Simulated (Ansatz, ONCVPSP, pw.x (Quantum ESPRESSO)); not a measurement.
# What a changed setting does to a pw.x run (bcc W)

Potential: optimised norm-conserving Vanderbilt (ONCV), ONCVPSP 4.0.1.1 (patched build), LDA (Perdew-Wang 92); core [Kr] 4d10 4f14, reference 5s2 5p6 5d4 6s2; waves: 5s+6s: rc 1.80 bohr, ncon 4, nbas 7, qcut 7.3 1/bohr, 2 projectors; 5p: rc 2.05 bohr, ncon 4, nbas 8, qcut 6.6 1/bohr, 2 projectors, debl 1 Ha; 5d: rc 2.20 bohr, ncon 4, nbas 9, qcut 7.8 1/bohr, 2 projectors, debl 3.2 Ha; local part: polynomial inside 1.45 bohr (lpopt 1, dvloc0 0 Ha); core correction: Teter function, fcfact 4.9, rcfact 1.65. In the p channel the program set the typed energies aside and used -1.594, 0.250 Ha.

The reference run (k-mesh 15³, cutoffs 50/200 Ry, Fermi–Dirac 0.01 Ry, mixing_beta 0.4, conv_thr 1e-9, no spin) gives -4.14 GPa at 15.430 Å³/atom, where all-electron LAPW gives -0.34 GPa. This run, with its own iteration cap, changes ecutrho/ecutwfc to 16.

```
&control
  calculation='scf', prefix='x', pseudo_dir='./', outdir='./tmp', tstress=.true., disk_io='none'
/
&system
  ibrav=0, nat=1, ntyp=1, ecutwfc=50, ecutrho=800, nbnd=15,
  occupations='smearing', smearing='fd', degauss=0.01
/
&electrons
  conv_thr=1e-09, mixing_beta=0.4, electron_maxstep=60
/
ATOMIC_SPECIES
W 1.0 W.UPF
CELL_PARAMETERS angstrom
  -1.56832228 1.56832228 1.56832228
  1.56832228 -1.56832228 1.56832228
  1.56832228 1.56832228 -1.56832228
ATOMIC_POSITIONS crystal
W 0.0000 0.0000 0.0000
K_POINTS automatic
15 15 15 0 0 0
```

```bash
pw.x < W.scf.in > W.scf.out
```

Problem. How does the run end?

Solution. It converges in 8 iterations; the free energy moves by +0.0 meV/atom and the pressure by +0.00 GPa. The result is that of the reference run.

```
Message from routine setup:
     using ibrav=0 with symmetry is DISCOURAGED, use correct ibrav instead
     lattice parameter (alat)  =       5.1333  a.u.
     unit-cell volume          =     104.1268 (a.u.)^3
     number of electrons       =        14.00
     number of Kohn-Sham states=           15
     kinetic-energy cutoff     =      50.0000  Ry
     charge density cutoff     =     800.0000  Ry
     scf convergence threshold =      1.0E-09
     Exchange-correlation= SLA  PW   NOGX NOGC
     number of k points=   120  Fermi-Dirac smearing, width (Ry)=  0.0100
     iteration #  1     ecut=    50.00 Ry     beta= 0.40
     total energy              =    -161.89424235 Ry
     estimated scf accuracy    <       0.03605326 Ry
     iteration #  2     ecut=    50.00 Ry     beta= 0.40
     total energy              =    -161.89434809 Ry
     estimated scf accuracy    <       0.00538638 Ry
     iteration #  3     ecut=    50.00 Ry     beta= 0.40
     total energy              =    -161.89494256 Ry
     estimated scf accuracy    <       0.00030904 Ry
     iteration #  4     ecut=    50.00 Ry     beta= 0.40
     total energy              =    -161.89496146 Ry
     estimated scf accuracy    <       0.00000460 Ry
     iteration #  5     ecut=    50.00 Ry     beta= 0.40
     total energy              =    -161.89496254 Ry
     estimated scf accuracy    <       0.00000020 Ry
     iteration #  6     ecut=    50.00 Ry     beta= 0.40
     total energy              =    -161.89496256 Ry
     estimated scf accuracy    <          5.6E-09 Ry
     iteration #  7     ecut=    50.00 Ry     beta= 0.40
     total energy              =    -161.89496256 Ry
     estimated scf accuracy    <          1.0E-09 Ry
     iteration #  8     ecut=    50.00 Ry     beta= 0.40
     the Fermi energy is    22.6397 ev
!    total energy              =    -161.89496256 Ry
     estimated scf accuracy    <          1.0E-11 Ry
     smearing contrib. (-TS)   =      -0.00230704 Ry
     The total energy is F=E-TS. E is the sum of the following terms:
     one-electron contribution =     -13.78454293 Ry
     hartree contribution      =      16.43437309 Ry
     xc contribution           =     -44.20475646 Ry
     ewald contribution        =    -120.33772921 Ry
     convergence has been achieved in   8 iterations
          total   stress  (Ry/bohr**3)                   (kbar)     P=      -41.38
     Message from routine punch:
     Nothing written, as per user request (disk_io='none')
```

The run took about 11 s on one core of a shared host (Intel(R) Xeon(R) Platinum 8488C, 96 threads, 744 GiB, load 26).
